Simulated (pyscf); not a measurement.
Optimised with ωB97X-D3(BJ)/def2-SVP in PySCF. MP2 and CC: frozen core, UHF for open shells. ΔMP2 is the change of the MP2 total energy from the triple- to the quadruple-zeta basis.

### Question
Estimate the classical barrier height and the reaction energy of `[SiH3][PH2]` -> `[PH3]` + `[SiH2]` [singlet] at CCSD(T)/def2-TZVPP + ΔMP2(QZVPP). The step runs on the singlet surface, breaks P–Si, H–Si and forms H–P; take the reactant's lowest minimum found as zero.

### Answer
ΔE‡ = 55.4 kcal/mol, ΔE = +60.1 kcal/mol. Zero-point energy shifts the barrier by -1.9 kcal/mol. It is a 1,1-elimination, with an imaginary mode of 697i cm⁻¹. On the product side the descent ends in an adduct with a H–Si contact, 8.9 kcal/mol under the separated species and 2.5 kcal/mol under the saddle at ωB97X-D3(BJ)/def2-TZVP. At CCSD(T) the saddle lies under the separated products, which points to a path from their complex (located at ωB97X-D3(BJ) alone), and parting the products costs more than the saddle. What is counted as broken (H–Si) persists as a longer contact in the product adduct; parting that adduct is a step of its own. At ωB97X-D3(BJ) the barrier from the zero used here is 60.6 kcal/mol. This is the saddle that the search found; another between the same sides may lie lower. The CCSD(T) − MP2 part came from Ansatz, without density fitting, on the same reference.
